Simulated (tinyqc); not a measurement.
Pariser-Parr-Pople SCF with singles CI, for the molecule C=CC=CC=C (SMILES; centres numbered as the heavy atoms are written), step by step. One step of it, computed by the program tinyqc.

Task: Iteration 2: orbitals and new P. Diagonalise F (the basis is taken as orthonormal) and form P = 2 sum c c over the lowest orbitals; 0.5 of the old P is kept.

F (eV):
```
           1C         2C         3C         4C         5C         6C
1C  -4.620000  -6.127258   0.000000   0.692333   0.000000  -0.310053
2C  -6.127258  -4.620000  -4.454236   0.000000   0.137825   0.000000
3C   0.000000  -4.454236  -4.620000  -5.817428   0.000000   0.692333
4C   0.692333   0.000000  -5.817428  -4.620000  -4.454236   0.000000
5C   0.000000   0.137825   0.000000  -4.454236  -4.620000  -6.127258
6C  -0.310053   0.000000   0.692333   0.000000  -6.127258  -4.620000
```

pi electrons, sum of z_r less the charge = 6

P after iteration 1:
```
           1C         2C         3C         4C         5C         6C
1C   1.000000   0.886582   0.000000  -0.375006   0.000000   0.268005
2C   0.886582   1.000000   0.455222   0.000000  -0.074672   0.000000
3C   0.000000   0.455222   1.000000   0.806667   0.000000  -0.375006
4C  -0.375006   0.000000   0.806667   1.000000   0.455222   0.000000
5C   0.000000  -0.074672   0.000000   0.455222   1.000000   0.886582
6C   0.268005   0.000000  -0.375006   0.000000   0.886582   1.000000
```

Give: orbital energies; P after iteration 2.

Result:

orbital energies (eV): -13.692  -11.757  -8.675  -0.565  2.517  4.452

P after iteration 2:
```
        1C      2C      3C      4C      5C      6C
1C   1.000   0.898   0.000  -0.365   0.000   0.244
2C   0.898   1.000   0.434   0.000  -0.067   0.000
3C   0.000   0.434   1.000   0.823   0.000  -0.365
4C  -0.365   0.000   0.823   1.000   0.434   0.000
5C   0.000  -0.067   0.000   0.434   1.000   0.898
6C   0.244   0.000  -0.365   0.000   0.898   1.000
```
